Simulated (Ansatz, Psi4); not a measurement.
## Worked example: the enthalpy of formation of C3H6O (oxetane)

C3H6O has 10 atoms, charge 0, and is taken as a singlet. As SMILES, `C1COC1`. The coordinates come from a PBE0-D4/def2-TZVP relaxation.

Total energies at MP2/6-31G* (spherical functions), 4 core orbitals frozen (Psi4 1.11); the atoms run unrestricted:

| species | state | energy (Eh) |
| --- | --- | --- |
| C3H6O | singlet | -192.464096 |
| C | triplet | -37.731440 |
| O | triplet | -74.878160 |
| H | doublet | -0.498233 |

Harmonic wavenumbers at PBE0-D4/def2-TZVP, in cm⁻¹: 44, 767, 815, 838, 959, 965, 1076, 1077, 1153, 1170, 1200, 1236, 1265, 1318, 1383, 1487, 1511, 1540, 3031, 3041, 3076, 3077, 3102, 3158.

Measured heats of formation of the gaseous atoms at 298.15 K, in kJ/mol: C 716.9, O 249.2, H 218.0. Spin-orbit lowering of the atoms at 298 K (mean of the ground term's levels less their thermal mean, from spectra), in kJ/mol: C 0.02, O 0.40. Take 1 Eh = 2625.50 kJ/mol, 1 cm⁻¹ = 0.0119627 kJ/mol, RT = 2.479 kJ/mol.

Question: Work out the heat of formation of the gas at 298 K.

Answer: 
1. Electronic atomisation energy: 3 × (-37.731440) + (-74.878160) + 6 × (-0.498233) − (-192.464096) = 1.402218 Eh = 3681.5 kJ/mol.
2. Zero-point energy: half the sum of the wavenumbers, 19144.5 cm⁻¹ = 229.0 kJ/mol.
3. Thermal vibrational enthalpy, Σ hcν̃/(exp(hcν̃/kT) − 1): 3.5 kJ/mol. Translation, rotation and pV of a non-linear molecule: 4 RT = 9.9 kJ/mol.
4. The 10 free atoms carry 5/2 RT each: 62.0 kJ/mol.
5. Spin-orbit coupling lowers the free atoms by 3 × 0.02 + 0.40 = 0.5 kJ/mol.
6. Atomisation enthalpy at 298 K: 3681.5 − 0.5 − 229.0 − 3.5 − 9.9 + 62.0 = 3500.6 kJ/mol.
7. Sum of the atoms' heats of formation: 3707.9 kJ/mol. Heat of formation: 3707.9 − 3500.6 = +207.3 kJ/mol.

The tabulated value is -80.5 kJ/mol (CRC Handbook of Chemistry and Physics), so this level is off by +287.8 kJ/mol, or 7.6 % of the atomisation enthalpy that the table implies (3788.3 kJ/mol). Perturbation theory converges slowly with the basis for atomisation. A double-zeta basis underbinds. Anharmonicity and any spin-orbit splitting of the molecule are left out, and so is core correlation.
